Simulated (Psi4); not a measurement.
Psi4 input (wB97X-D/6-31G*):

```
memory 1500 MB

molecule {
1 1
N    -0.00000000   -0.00000000   -0.56338698
O     0.00000000    0.00000000    0.49296360
symmetry c1
no_reorient
no_com
}

set {
  basis 6-31G*
  reference rks
  scf_type pk
  dft_radial_points 99
  dft_spherical_points 590
  e_convergence 1e-8
  d_convergence 1e-7
  maxiter 150
}

e = energy('wb97x-d')
print_out(f'\nFINAL {e:.10f} DIPOLE {variable("CURRENT DIPOLE")[0]:.6f} {variable("CURRENT DIPOLE")[1]:.6f} {variable("CURRENT DIPOLE")[2]:.6f}\n')
```

Problem. Predict the final energy.

Solution. -129.48950 Eh.
